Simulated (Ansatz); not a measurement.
`C=C1NC(F)N1`, charge 0, multiplicity 1.

(1) Give a relaxed structure at PBE0-D4/def2-TZVP (Ansatz). (Best estimate.)

## Answers

(1) The calculation gave: 
Cartesian coordinates in Å:
```
C -0.855 -1.258 1.100
C -0.218 -0.279 0.474
N 1.124 -0.060 0.093
C 0.651 0.964 -0.807
F 1.315 2.145 -0.720
N -0.619 0.937 -0.122
H -0.313 -2.116 1.470
H -1.920 -1.198 1.272
H 1.690 -0.822 -0.247
H 0.629 0.697 -1.871
H -1.483 0.991 -0.640
```
Point group Cs.
This is one stationary point; other conformers may exist.
